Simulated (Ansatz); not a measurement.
Mulliken charges of C₂H₅NO, SMILES `CC(=N)O` from ωB97M-V/def2-TZVPP in Ansatz (PBE0-D4/def2-TZVP geometry).

```json
{"atom": "C1", "x (Å)": "0.079", "y (Å)": "0.707", "z (Å)": "-0.760", "charge (e)": "-0.272"}
{"atom": "C2", "x (Å)": "-0.076", "y (Å)": "-0.294", "z (Å)": "0.337", "charge (e)": "0.205"}
{"atom": "N3", "x (Å)": "0.750", "y (Å)": "-1.152", "z (Å)": "0.758", "charge (e)": "-0.288"}
{"atom": "O4", "x (Å)": "-1.291", "y (Å)": "-0.209", "z (Å)": "0.910", "charge (e)": "-0.277"}
{"atom": "H5", "x (Å)": "-0.687", "y (Å)": "0.543", "z (Å)": "-1.521", "charge (e)": "0.120"}
{"atom": "H6", "x (Å)": "-0.066", "y (Å)": "1.715", "z (Å)": "-0.366", "charge (e)": "0.120"}
{"atom": "H7", "x (Å)": "1.064", "y (Å)": "0.637", "z (Å)": "-1.218", "charge (e)": "0.084"}
{"atom": "H8", "x (Å)": "1.622", "y (Å)": "-1.109", "z (Å)": "0.242", "charge (e)": "0.109"}
{"atom": "H9", "x (Å)": "-1.307", "y (Å)": "-0.884", "z (Å)": "1.602", "charge (e)": "0.198"}
```

**Question.** By hand: the dipole of these point charges (1 e Å = 4.8032 D).

**Answer.** Σ q r = (0.022, 0.166, -0.180) e Å, of length 0.246 e Å = 1.18 D.

**Question.** How does the dipole of the full density compare? (An estimate is asked.)

**Answer.** The calculation gave: (0.065, 0.210, -0.248) e Å, 1.59 D; the point charges give 0.74 times that, at 7° from its direction.

Point charges leave out the atoms' own dipoles, such as those of lone pairs, and Mulliken's split depends on the basis, so the two needn't agree.
